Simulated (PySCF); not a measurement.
Excitations are Tamm–Dancoff values on a coarser integration grid. The basis has no diffuse functions, so Rydberg states are missing or too high.

Species: C$_{2}$H$_{6}$O, SMILES `COC` (charge 0, multiplicity 1).

Question: Predict the HOMO–LUMO gap, brightest of the four lowest singlets (TDA) and T1 excitation (TDA) from PBE-D3(BJ)/def2-TZVP // PBE-D3(BJ)/def2-SVP (PySCF).

Answer: 
```
Quantity                                      Result
-------------------------------------------  -------
HOMO–LUMO gap                                6.38 eV
brightest of the four lowest singlets (TDA)  6.47 eV
T1 excitation (TDA)                          6.23 eV
```
